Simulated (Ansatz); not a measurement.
`CBCl` + H–F → `CBF` + HCl at 400 K and 1 bar (ligand exchange at a B–Cl bond).

Calculated with Ansatz (gas phase, PBE0-D4/def2-TZVP geometries, no zero-point term in ΔE). CCSD(T)/CBS is the MP2 limit (def2-TZVPP, def2-QZVPP) plus CCSD(T) − MP2 in def2-TZVPP, frozen cores. This one scheme is used for every species.

```json
{"species": "`CBCl`", "CCSD(T)/CBS energy (Eh)": "-525.07110", "H − E (kJ/mol)": "152.0", "S (J/(mol·K))": "307.7"}
{"species": "H–F", "CCSD(T)/CBS energy (Eh)": "-100.39570", "H − E (kJ/mol)": "36.5", "S (J/(mol·K))": "182.2"}
{"species": "`CBF`", "CCSD(T)/CBS energy (Eh)": "-165.10297", "H − E (kJ/mol)": "154.9", "S (J/(mol·K))": "294.4"}
{"species": "HCl", "CCSD(T)/CBS energy (Eh)": "-460.38127", "H − E (kJ/mol)": "29.6", "S (J/(mol·K))": "195.4"}
```

H − E and S are ideal-gas, rigid-rotor, harmonic terms from PBE0-D4/def2-TZVP. 1 Eh = 2625.50 kJ/mol, R = 8.31446 J/(mol·K).

**Question.** By hand: ΔE, ΔH, ΔS and ΔG.

**Answer.** ΔE = (-165.10297) + (-460.38127) − (-525.07110) − (-100.39570) = -0.01744 Eh = -45.8 kJ/mol. Δ(H − E) = 154.9 + 29.6 − 152.0 − 36.5 = -4.0, so ΔH = -49.8 kJ/mol. ΔS = 294.4 + 195.4 − 307.7 − 182.2 = -0.1 J/(mol·K). ΔG = -49.8 − 400 × (-0.1)/1000 = -49.8 kJ/mol.

**Question.** By hand: the equilibrium constant, and the temperature at which ΔG would vanish if ΔH and ΔS stayed fixed.

**Answer.** log₁₀ K = −ΔG/(RT ln 10) = 6.5. ΔG = 0 at ΔH/ΔS = 498000 K, far beyond where these terms or the molecules hold.

The number of gas molecules stays the same, so ΔS is small and ΔH decides. A doubt of 5 kJ/mol in ΔE shifts log₁₀ K by 0.7 here. Modes under 60 cm⁻¹, often nearly free rotors, make the harmonic entropy too high. These are equilibria of isolated gas molecules and say nothing of rates. Largest T1 diagnostic: 0.012 (customary marks: 0.02 for closed shells, 0.045 for open ones).
